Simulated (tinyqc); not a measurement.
RHF in the sto-6g basis, for OH-, spin multiplicity 1, step by step. The basis has no diffuse functions, so it cannot describe the extra electron: this is an exercise in the method, not the real anion. One step of it, computed by the program tinyqc.

Question. Iteration 3: DIIS coefficients. Solve [B -1; -1 0][c; lambda] = [0; -1] for the coefficients, which sum to one.

B (overlaps of the stored error matrices):
```
[[6.9546134e-01, -1.8233020e-01, -5.4177890e-02],
 [-1.8233020e-01, 2.5712986e-01, 8.4239927e-02],
 [-5.4177890e-02, 8.4239927e-02, 2.8175560e-02]]
```

Give: DIIS coefficients.

Answer.

DIIS coefficients: [-0.0112, -0.4975, 1.5087]
